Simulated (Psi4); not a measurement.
**ClF (chlorine monofluoride) at MP2/6-311+G(d,p) (density fitting with def2-universal-jkfit, density fitting for correlation, sweep point 3)**

We compute a geometry optimisation of ClF (chlorine monofluoride). 

Program for the calculation: Psi4 1.11.

4 further runs of the same task are left out: 1 that didn't finish, 3 set aside as unsound or not needed.

### 1 The molecule

ClF has 2 atoms, charge 0, and is taken as a singlet. As SMILES, `FCl`. Geometry: relaxed at GFN2-xTB. The run starts from this shape.

Bond lengths: F1–Cl2 1.682 Å.

### 2 A structure relaxation at MP2/6-311+G(d,p) (density fitting with def2-universal-jkfit, density fitting for correlation, sweep point 3)

calc.inp reads:

```
memory 1600 mb

molecule system {
  0 1
  F      0.000000     0.000000     0.000000
  Cl     0.000000     0.000000     1.682250
  units angstrom
  symmetry c1
}

set puream true
set scf_type df
set num_frozen_docc 6
set df_basis_scf def2-universal-jkfit
set g_convergence gau_tight
set geom_maxiter 50

result = optimize("mp2/6-311+G**")
```

Started as:

```bash
$ psi4 -n 1 calc.inp calc.out
```

calc.out:

```text
Psi4 1.11 release

gradient() will perform analytic gradient computation.

   => Loading Basis Set <=

    Name: 6-311+G**
    Role: ORBITAL
    Keyword: BASIS

         ---------------------------------------------------------
                                   SCF
                              RHF Reference
                        1 Threads,   1525 MiB Core
         ---------------------------------------------------------

  ==> Geometry <==

    Molecular point group: c1
    Full point group: C_inf_v

    Geometry (in Angstrom), charge = 0, multiplicity = 1:

       Center              X                  Y                   Z               Mass
    ------------   -----------------  -----------------  -----------------  -----------------
         F            0.000000000000     0.000000000000    -1.090037866545    18.998403162730
         CL           0.000000000000     0.000000000000     0.592212133455    34.968852682000

  Running in c1 symmetry.

  Rotational constants: A = ************  B =      0.48389  C =      0.48389 [cm^-1]
  Rotational constants: A = ************  B =  14506.67822  C =  14506.67822 [MHz]
  Nuclear repulsion =   48.128466775158280

  Charge       = 0
  Multiplicity = 1
  Electrons    = 26
  Nalpha       = 13
  Nbeta        = 13

  ==> Algorithm <==

  SCF Algorithm Type is DF.
  DIIS enabled.
  MOM disabled.
  Fractional occupation disabled.
  Guess Type is SAD.
  Energy threshold   = 1.00e-10
  Density threshold  = 1.00e-10
  Integral threshold = 1.00e-12

  ==> Primary Basis <==

  Basis Set: 6-311+G**
    Blend: 6-311+G**
    Number of shells: 24
    Number of basis functions: 52
    Number of Cartesian functions: 54
    Spherical Harmonics?: true
    Max angular momentum: 2

   => Loading Basis Set <=

    Name: DEF2-UNIVERSAL-JKFIT
    Role: JKFIT
    Keyword: DF_BASIS_SCF

  ==> Integral Setup <==

  DFHelper Memory: AOs need 0.005 GiB; user supplied 1.118 GiB.
  SCF_SUBTYPE=INCORE selected. In-core MEM_DF algorithm will be used.
  Using in-core AOs.

  ==> MemDFJK: Density-Fitted J/K Matrices <==

    J tasked:                   Yes
    K tasked:                   Yes
    wK tasked:                   No
    Memory [MiB]:              1144
    Algorithm:                 Core
    Schwarz Cutoff:           1E-12
    Mask sparsity (%):       1.1834
    Fitting Condition:        1E-10

   => Auxiliary Basis Set <=

  Basis Set: DEF2-UNIVERSAL-JKFIT
    Blend: DEF2-UNIVERSAL-JKFIT
    Number of shells: 63
    Number of basis functions: 205
    Number of Cartesian functions: 248
    Spherical Harmonics?: true
    Max angular momentum: 4

  Minimum eigenvalue in the overlap matrix is 1.2761768352E-02.
  Reciprocal condition number of the overlap matrix is 3.0311584692E-03.
    Using symmetric orthogonalization.

  ==> Pre-Iterations <==

  SCF Guess: Superposition of Atomic Densities via on-the-fly atomic UHF (no occupation information).

   -------------------------
    Irrep   Nso     Nmo
   -------------------------
     A         52      52
   -------------------------
    Total      52      52
   -------------------------

  ==> Iterations <==

                           Total Energy        Delta E     RMS |[F,P]|

   @DF-RHF iter SAD:  -558.45112480922194   -5.58451e+02   0.00000e+00
   @DF-RHF iter   1:  -558.84877446956705   -3.97650e-01   4.73116e-03 DIIS/ADIIS
   @DF-RHF iter   2:  -558.86801724811062   -1.92428e-02   2.24256e-03 DIIS/ADIIS
   @DF-RHF iter   3:  -558.87150329781252   -3.48605e-03   6.31492e-04 DIIS/ADIIS
   @DF-RHF iter   4:  -558.87187617183633   -3.72874e-04   1.61201e-04 DIIS/ADIIS
   @DF-RHF iter   5:  -558.87191219621639   -3.60244e-05   2.69090e-05 DIIS
   @DF-RHF iter   6:  -558.87191384026482   -1.64405e-06   9.01900e-06 DIIS
   @DF-RHF iter   7:  -558.87191411057245   -2.70308e-07   2.38169e-06 DIIS
   @DF-RHF iter   8:  -558.87191413104892   -2.04765e-08   4.22728e-07 DIIS
   @DF-RHF iter   9:  -558.87191413169899   -6.50061e-10   9.19289e-08 DIIS
   @DF-RHF iter  10:  -558.87191413171320   -1.42109e-11   5.59807e-09 DIIS
   @DF-RHF iter  11:  -558.87191413171331   -1.13687e-13   5.45618e-10 DIIS
   @DF-RHF iter  12:  -558.87191413171354   -2.27374e-13   8.91165e-11 DIIS
  Energy and wave function converged.

  ==> Post-Iterations <==

    Orbital Energies [Eh]
    ---------------------

    Doubly Occupied:

       1A   -104.944633     2A    -26.359770     3A    -10.663904
       4A     -8.132708     5A     -8.127314     6A     -8.127314
       7A     -1.626196     8A     -1.113785     9A     -0.717155
      10A     -0.717155    11A     -0.684844    12A     -0.504984
      13A     -0.504984

    Virtual:

      14A      0.021244    15A      0.093962    16A      0.118017
      17A      0.118017    18A      0.148612    19A      0.315577
      20A      0.338359    21A      0.338359    22A      0.449701
[... 9 lines of this table left out ...]
      50A     26.897726    51A     68.723351    52A    219.070333

    Final Occupation by Irrep:
              A
    DOCC [    13 ]
    NA   [    13 ]
    NB   [    13 ]

  @DF-RHF Final Energy:  -558.87191413171354

   => Energetics <=

    Nuclear Repulsion Energy =             48.1284667751582802
    One-Electron Energy =                -869.5512711531605419
    Two-Electron Energy =                 262.5508902462887590
    Total Energy =                       -558.8719141317135382

Computation Completed

Properties will be evaluated at   0.000000,   0.000000,   0.000000 [a0]

Properties computed using the SCF density matrix

 Multipole Moments:

[... 6 lines left out ...]
 Dipole Y            :         -0.0000000            0.0000000           -0.0000000
[... 76 lines left out ...]
   Convergence cutoff =     1E-06
[... 49 lines left out ...]
	 Reference Energy          =    -558.8719141317135382 [Eh]
[... 2 lines left out ...]
	 Opposite-Spin Energy      =      -0.2624999512874160 [Eh]
[... 7 lines left out ...]
	 SCS Same-Spin Energy      =      -0.0304545660945258 [Eh]
[... 2 lines left out ...]
	 SCS Total Energy          =    -559.2173686393529124 [Eh]
[... 41 lines left out ...]
	   Step    Total Energy     Delta E     Max Force     RMS Force      Max Disp      RMS Disp   ~
[... 107 lines left out ...]
   @DF-RHF iter   0:  -558.87430098335210   -5.58874e+02   2.98610e-04
[... 2 lines left out ...]
   @DF-RHF iter   3:  -558.87234083003693   -1.58430e-07   4.79721e-06 DIIS
[... 2 lines left out ...]
   @DF-RHF iter   6:  -558.87234086643980   -4.93401e-10   1.14108e-07 DIIS
[... 2 lines left out ...]
   @DF-RHF iter   9:  -558.87234086647743    7.95808e-13   2.69653e-10 DIIS
[... 5 lines left out ...]
    Final Occupation by Irrep:
[... 10 lines left out ...]
    One-Electron Energy =                -869.8991514186293443
[... 16 lines left out ...]
 Dipole X            :          0.0000000            0.0000000            0.0000000
[... 25 lines left out ...]
  Reference energy  = -558.872340866477884
[... 29 lines left out ...]
	 Reference Energy          =    -558.8723408664778844 [Eh]
[... 2 lines left out ...]
	 Opposite-Spin Energy      =      -0.2621536836846932 [Eh]
[... 7 lines left out ...]
	 SCS Same-Spin Energy      =      -0.0304393942011587 [Eh]
[... 2 lines left out ...]
	 SCS Total Energy          =    -559.2173646811006620 [Eh]
[... 41 lines left out ...]
	   Step    Total Energy     Delta E     Max Force     RMS Force      Max Disp      RMS Disp
[... 76 lines left out ...]
   @DF-RHF iter   0:  -558.87369920691094   -5.58874e+02   1.73448e-04
[... 2 lines left out ...]
   @DF-RHF iter   3:  -558.87257070842725   -5.27561e-08   2.76724e-06 DIIS
[... 2 lines left out ...]
   @DF-RHF iter   6:  -558.87257072055752   -1.65301e-10   6.53741e-08 DIIS
[... 2 lines left out ...]
   @DF-RHF iter   9:  -558.87257072057014   -2.27374e-13   1.54844e-10 DIIS
[... 5 lines left out ...]
    Final Occupation by Irrep:
[... 10 lines left out ...]
    One-Electron Energy =                -870.1003561197014733
[... 16 lines left out ...]
 Dipole X            :         -0.0000000            0.0000000           -0.0000000
[... 25 lines left out ...]
  Reference energy  = -558.872570720569342
[... 29 lines left out ...]
	 Reference Energy          =    -558.8725707205693425 [Eh]
[... 2 lines left out ...]
	 Opposite-Spin Energy      =      -0.2619551763057919 [Eh]
[... 7 lines left out ...]
	 SCS Same-Spin Energy      =      -0.0304306919020950 [Eh]
[... 2 lines left out ...]
	 SCS Total Energy          =    -559.2173476240384389 [Eh]
[... 41 lines left out ...]
	   Step    Total Energy     Delta E     Max Force     RMS Force      Max Disp      RMS Disp
[... 65 lines left out ...]
   @DF-RHF iter   0:  -558.87253536980245   -5.58873e+02   4.57146e-06
[... 2 lines left out ...]
   @DF-RHF iter   3:  -558.87256482697251   -3.66072e-11   7.29437e-08 DIIS
[... 2 lines left out ...]
   @DF-RHF iter   6:  -558.87256482698160   -4.54747e-13   1.71633e-09 DIIS
[... 2 lines left out ...]
  Energy and wave function converged.
[... 3 lines left out ...]
    Orbital Energies [Eh]
    ---------------------

    Doubly Occupied:

       1A   -104.943770     2A    -26.359973     3A    -10.663202
       4A     -8.132051     5A     -8.126604     6A     -8.126604
       7A     -1.629444     8A     -1.113376     9A     -0.719061
      10A     -0.719061    11A     -0.687605    12A     -0.503855
      13A     -0.503855

    Virtual:

      14A      0.024313    15A      0.093942    16A      0.118044
      17A      0.118044    18A      0.149802    19A      0.315465
      20A      0.338384    21A      0.338384    22A      0.449490
[... 9 lines of this table left out ...]
      50A     26.898882    51A     68.723814    52A    219.075333

    Final Occupation by Irrep:
              A
    DOCC [    13 ]
    NA   [    13 ]
    NB   [    13 ]

  @DF-RHF Final Energy:  -558.87256482698092

   => Energetics <=

    Nuclear Repulsion Energy =             48.4034242394208647
    One-Electron Energy =                -870.0950570079480713
    Two-Electron Energy =                 262.8190679415463364
    Total Energy =                       -558.8725648269809199

Computation Completed

Properties will be evaluated at   0.000000,   0.000000,   0.000000 [a0]

Properties computed using the SCF density matrix

 Multipole Moments:

 ------------------------------------------------------------------------------------
     Multipole            Electronic (a.u.)      Nuclear  (a.u.)        Total (a.u.)
 ------------------------------------------------------------------------------------

 L = 1.  Multiply by 2.5417464519 to convert [e a0] to [Debye]
 Dipole X            :         -0.0000000            0.0000000           -0.0000000
 Dipole Y            :          0.0000000            0.0000000            0.0000000
 Dipole Z            :          0.1286162            0.4833996            0.6120158
 Magnitude           :                                                    0.6120158

 ------------------------------------------------------------------------------------

	total time  =          0 seconds =       0.00 minutes

  //>>>>>>>>>>>>>>>>>>>>>>>>>>>>>>>>>>>//
  //               DFMP2               //
  //<<<<<<<<<<<<<<<<<<<<<<<<<<<<<<<<<<<//

  ==> Geometry <==

    Molecular point group: c1
    Full point group: C_inf_v

    Geometry (in Angstrom), charge = 0, multiplicity = 1:

       Center              X                  Y                   Z               Mass
    ------------   -----------------  -----------------  -----------------  -----------------
         F            0.000000000000     0.000000000000    -1.083845865619    18.998403162730
         CL           0.000000000000     0.000000000000     0.588848050250    34.968852682000

  Nuclear repulsion =   48.403424239420865
  Reference energy  = -558.872564826980920

  => Iterations <=

             Iter  Converged  Remaining    Residual
  CGR           1          0          1   9.030E-02
  CGR           2          0          1   1.641E-02
  CGR           3          0          1   5.376E-03
  CGR           4          0          1   1.632E-03
  CGR           5          0          1   2.925E-04
  CGR           6          0          1   5.454E-05
  CGR           7          0          1   9.639E-06
  CGR           8          0          1   1.193E-06
  CGR           9          1          0   1.276E-07

    CGRSolver converged.

   => Auxiliary Basis Set <=

  Basis Set: DEF2-UNIVERSAL-JKFIT
    Blend: DEF2-UNIVERSAL-JKFIT
    Number of shells: 63
    Number of basis functions: 205
    Number of Cartesian functions: 248
    Spherical Harmonics?: true
    Max angular momentum: 4

	-----------------------------------------------------------
	 ==================> DF-MP2 Energies <====================
	-----------------------------------------------------------
	 Reference Energy          =    -558.8725648269809199 [Eh]
	 Singles Energy            =      -0.0000000000000000 [Eh]
	 Same-Spin Energy          =      -0.0912927612356397 [Eh]
	 Opposite-Spin Energy      =      -0.2619603878950820 [Eh]
	 Correlation Energy        =      -0.3532531491307217 [Eh]
	 Total Energy              =    -559.2258179761116708 [Eh]
	-----------------------------------------------------------
	 ================> DF-SCS-MP2 Energies <==================
	-----------------------------------------------------------
	 SCS Same-Spin Scale       =       0.3333333333333333 [-]
	 SCS Opposite-Spin Scale   =       1.2000000000000000 [-]
	 SCS Same-Spin Energy      =      -0.0304309204118799 [Eh]
	 SCS Opposite-Spin Energy  =      -0.3143524654740983 [Eh]
	 SCS Correlation Energy    =      -0.3447833858859782 [Eh]
	 SCS Total Energy          =    -559.2173482128669093 [Eh]
	-----------------------------------------------------------

  -Total Gradient:
     Atom            X                  Y                   Z
    ------   -----------------  -----------------  -----------------
       1       -0.000000000000    -0.000000000000    -0.000001118897
       2        0.000000000000     0.000000000000     0.000001118895

	total time  =          0 seconds =       0.00 minutes

    			-----------------------------------------

    			 OPTKING 3.0: for geometry optimizations

    			        with contributions from

    			-----------------------------------------

	                            ===> Fragment 1 <==

	 Z (Atomic Numbers)          Masses                          Geom
	       9.000000            18.998403          0.00000000  0.00000000 -2.04817185
	      17.000000            34.968853          0.00000000  0.00000000  1.11276154

	 - Coordinate -           - BOHR/RAD -       - ANG/DEG -
	 R(1,2)           =         3.160933           1.672694

	        --- Internal Coordinate Step in ANG or DEG, aJ/ANG or AJ/DEG ---
	-------------------------------------------------------------------------------
	           Coordinate      Previous         Force          Change          New
	           ----------      --------        ------          ------        ------
	               R(1,2)       1.67269       -0.00001       -0.00000       1.67269
	-------------------------------------------------------------------------------

	                                 ==> Convergence Check <==

	Measures of convergence in internal coordinates in au.

	Criteria marked as inactive (o), active & met (*), and active & unmet ( ).

	----------------------------------------------------------------------------------------------
	   Step    Total Energy     Delta E     Max Force     RMS Force      Max Disp      RMS Disp
	----------------------------------------------------------------------------------------------
	  Convergence Criteria              o    1.50e-05 *    1.00e-05 *    6.00e-05 *    4.00e-05 *
	----------------------------------------------------------------------------------------------
	     4    -559.22581798   -3.53e-09 o    1.12e-06 *    1.12e-06 *    4.58e-06 *    4.58e-06 *  ~
	----------------------------------------------------------------------------------------------

Next Geometry in Ang
	Fragment 1 (Ang)

	    F   0.0000000000   0.0000000000  -1.0838446537
	   Cl   0.0000000000   0.0000000000   0.5888468383

    Final optimized geometry and variables:
    Molecular point group: c1
    Full point group: C_inf_v

    Geometry (in Angstrom), charge = 0, multiplicity = 1:

    F            0.000000000000     0.000000000000    -1.083845865619
    CL           0.000000000000     0.000000000000     0.588848050250

    Psi4 run time: 0:00:02.85

[set-up sections that repeat, and orbital energies of the middle runs, are left out above]
```

The script printed:

```text
Optimizer: Optimization complete!
```

Wall time 3.9 s (1 thread of Intel Xeon Platinum 8375C at 2.90GHz (Ice Lake), shared host); peak memory 0.23 GiB.

Step by step:

| step | energy from the first frame kept (eV) | largest force (eV/Å) |
| --- | --- | --- |
| 0 | 0.0000 | 0.2269 |
| 1 | -0.0010 | 0.0829 |
| 2 | -0.0011 | 0.0022 |
| 3 | -0.0011 | 0.0001 |

After the run. Bond lengths: F1–Cl2 1.673 Å.

### 3 Summary of results

At MP2/6-311+G** (density fitting with def2-universal-jkfit, density fitting for correlation, sweep point 3), 6 core orbitals frozen:

```
                                   quantity          value
                    total energy at the end  -559.22582 Eh
correlation energy (6 core orbitals frozen)     -353.3 mEh
                                bond length        1.673 Å
```

**Reading.** At the final geometry: Bond lengths: F1–Cl2 1.673 Å. The optimisation took 4 steps and changed the energy by -0.001 eV.
